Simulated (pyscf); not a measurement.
H₂Si=AsH + H atom (H•) -> [HSi=AsH]• + hydrogen (H₂) (hydrogen abstraction; doublet surface; H–Si broken, H–H formed). Structures and frequencies: ωB97X-D3(BJ)/def2-SVP in PySCF. Energies in kcal/mol from the separated reactants.

| level | barrier | reaction energy |
|---|---|---|
| ωB97X-D3(BJ)/def2-TZVP | 3.8 | -17.3 |
| PBE/def2-TZVP | -0.6 | -21.1 |
| B3LYP-D3(BJ)/def2-TZVP | … | … |
| M06-2X/def2-TZVP | … | -21.3 |
| ωB97M-D3(BJ)/def2-TZVP | 3.8 | -18.6 |
| HF/def2-TZVP | 10.5 | -16.3 |

### Question
Complete the blanks.

### Answer

- B3LYP-D3(BJ)/def2-TZVP, barrier: -0.7
- B3LYP-D3(BJ)/def2-TZVP, reaction energy: -22.3
- M06-2X/def2-TZVP, barrier: 4.2

At PBE, B3LYP-D3(BJ) this geometry lies under the reactants; that is no barrier but a single point on another level's saddle; such a level's own saddle, if it has one, lies nearer that side and is low. [HSi=AsH]• lies 13.8 kcal/mol over its isomer H₂Si=As•, and others may lie lower still (electronic energy, ωB97M-D3(BJ)). This is the saddle that the search found; another between the same sides may lie lower. The angle at the transferred H is 179°. Elements up to Kr have no core potential and no relativistic terms here.
